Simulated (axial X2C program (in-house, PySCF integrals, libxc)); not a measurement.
**AlSi⁻: cheaper levels and CCSD(T), with spin–orbit coupling**

Calculated with an axial X2C code built on PySCF integrals. Two-component (2c) means X2C with spin–orbit coupling and atomic mean-field two-electron Coulomb and Gaunt terms. Basis: Si dyall-av3z [9s8p3d2f], Al dyall-av3z [9s9p3d2f] (cores contracted in-house); Gaussian nuclei, density fitting, unrestricted open shells. Masses: Si 27.977 u, Al 26.982 u.

State: Ω = 1 (⟨Sz⟩ = 1.00, ⟨Lz⟩ = 0.00 at HF); fragments Si- + Al.

```
level  Re (Å)  ωe (cm⁻¹)  De (eV)
 PBE0   2.436      395.0     2.43
   HF   2.425      412.0     1.30
  MP2   2.430      406.8     2.24
 CCSD   2.433      401.3     2.21
```

Correlated methods: 8 electrons correlated (number of frozen shells: Si 2 s, 1 p; Al 2 s, 1 p), 204 virtual spin orbitals or spinors in MP2, 90 natural virtuals in coupled cluster.

CCSD(T), same Hamiltonian and basis:

Re = 2.442 Å, ωe = 393.5 cm⁻¹, De = 2.34 eV; T1 = 0.024 (Lee–Taylor normalisation).

(1) Give the differences from CCSD(T) in the columns below.

The state is a single determinant with fixed occupations, the lowest that a limited PBE0 search found. Dissociation energies refer to the lowest single-determinant-based atoms at the same level and basis. Density functionals use the spin component along the axis (collinear). Coupled cluster ran in a truncated set of natural virtual spinors; the MP2 energy of the rest was added. (T) has no such correction and the atoms are truncated less, which lowers De at CCSD(T) by a hundredth of an eV or more. The 2c atoms are single determinants rather than J levels; their spin–orbit lowering is only partly caught, and De is too large by that part. This holds for PBE0. Other states lie close and PBE0, whose exact exchange favours high spin, may order them wrongly; the determinant shown need not be the ground state. The nearest other 2c determinant of the search, Ω = 2, lies 0.12 eV up at the distance of the search. Without a current term, density functionals place determinants with orbital angular momentum somewhat too high. With several unpaired electrons one determinant need not be a pure state. Open-shell Ω = 0 determinants with evenly filled partner blocks cannot be reached by this program, so the Ω shown need not be the lowest component. This is the Ω = 1 component of a π² triplet; the 0⁺ component is not one determinant and can lie lowest. Some points did not converge and are left out. The highest occupied level of some functionals is positive through self-interaction error; at Hartree–Fock it is bound. The stretched end of a curve changes character and is left out. Hartree–Fock gets electron affinities wrong, so its lowest charge split need not be the true one.

Answers

(1) 

```json
{"level": "PBE0", "ΔRe (Å)": "-0.006", "Δωe (cm⁻¹)": "2", "ΔDe (eV)": "0.09"}
{"level": "HF", "ΔRe (Å)": "-0.017", "Δωe (cm⁻¹)": "18", "ΔDe (eV)": "-1.04"}
{"level": "MP2", "ΔRe (Å)": "-0.012", "Δωe (cm⁻¹)": "13", "ΔDe (eV)": "-0.10"}
{"level": "CCSD", "ΔRe (Å)": "-0.009", "Δωe (cm⁻¹)": "8", "ΔDe (eV)": "-0.13"}
```
